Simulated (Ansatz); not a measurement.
A run of Ansatz (development build ahead of 0.2.0) on doublet NH3(+) at this shape:

```xyz
4

N    -0.0364    0.0799    0.0178
H    -0.3438   -0.1833    0.9904
H     0.9537    0.4045   -0.0284
H    -0.2131   -0.6873   -0.6678
```

Its results:

| Property | Result |
| --- | --- |
| Converged | yes |
| Total energy | -55.82228 hartree |
| Spin squared of the determinant | 0.759 |
| Stability test | minimum |

Forces (eV/Å):
```
atom      Fx      Fy      Fz
  N1   1.881  -2.937   1.174
  H2  -0.200   1.064  -1.206
  H3  -1.170   0.620  -0.133
  H4  -0.511   1.253   0.165
```

Which input gives this output? Name the method, the orbitals and the basis set, and write the input.

UHF in def2-SVP.

```yaml
crystal:
  periodic: [false, false, false]
  atoms:
    - { symbol: "N", position_ang: [-0.03639, 0.07992, 0.01781] }
    - { symbol: H, position_ang: [-0.34383, -0.18331, 0.99041] }
    - { symbol: H, position_ang: [0.95375, 0.40451, -0.02839] }
    - { symbol: H, position_ang: [-0.21312, -0.68729, -0.66779] }
basis:
  gaussian: { orbitals: def2-SVP }
total_charge: 1
magnetization:
  spin_polarized: true
  initial_magnetization: 1
hamiltonian:
  xc: hf
output:
  forces: true
```
